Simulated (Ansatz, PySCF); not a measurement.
Molecule: C3H5, charge 0, multiplicity 2. It need not be the lowest isomer of its formula. 
Coordinates optimised at B3LYP-D3(BJ)/def2-TZVP (Ansatz, a first-principles code):
```xyz
8

C      1.3206     0.2440     0.0036
C      0.0250     0.3975    -0.0063
H      1.7758    -0.7501     0.0222
H      2.0084     1.0832    -0.0060
C     -1.2071    -0.3930    -0.0005
H     -0.9820    -1.4692     0.0181
H     -1.8216    -0.1633     0.8734
H     -1.8116    -0.1916    -0.8883
```
Charge 0, spin multiplicity 2.

Total electronic energies in hartree. Valence correlation only, unless marked. Open shells are spin-unrestricted. No spin-orbit coupling. No relativistic terms. Basis-set limits of correlation are two-point, X^-3; Hartree-Fock from the larger set. [CCSD(T)-MP2]/basis is that difference in the basis named.

The UHF reference is spin-contaminated (<S^2> 0.16 over the pure value in the largest basis). 

| level | program | energy (Eh) |
|---|---|---|
| BP86-D4/def2-TZVPD | PySCF + dftd4 | -117.27220 |
| M06-L/def2-TZVPD | PySCF | ? |
| PW6B95-D4/def2-TZVPD | PySCF + dftd4 | ? |
| CAM-B3LYP-D4/def2-TZVPD | Ansatz + dftd4 | -117.20160 |
| wB97X-V/def2-TZVPD | Ansatz | ? |
| B2PLYP-D3(BJ)/def2-TZVPD | Ansatz + dftd3 | -117.15498 |
| MP2/aug-cc-pVDZ | Ansatz | -116.83637 |
| SCS-MP2/6-31G | Ansatz | -116.62786 |
| RI-MP2/CBS(cc-pVTZ,cc-pVQZ)+[CCSD(T)-MP2]/cc-pVTZ | Ansatz | -117.0591 |

Q: Fill in the missing entries.

A: 
- M06-L/def2-TZVPD, energy (Eh): -117.25420
- PW6B95-D4/def2-TZVPD, energy (Eh): -117.42250
- wB97X-V/def2-TZVPD, energy (Eh): -117.22903
